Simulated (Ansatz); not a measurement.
Harmonic frequencies (cm⁻¹) at PBE0-D4/def2-TZVP from Ansatz: 288, 356, 486, 683, 735, 784, 795, 818, 896, 936, 952, 962, 1011, 1034, 1049, 1071, 1093, 1101, 1133, 1190, 1211, 1303, 1326, 1386, 1393, 1467, 1480, 1682, 3034, 3064, 3137, 3186, 3198, 3200, 3222, 3228.

(1) Which molecule is it?
A. `C=C1C=CCC1`
B. `CC1=CCC=C1`
C. `C1=C[C@H]2C[C@H]2C1`
D. `C=C1CCC1=C`

## Answers

(1) C.
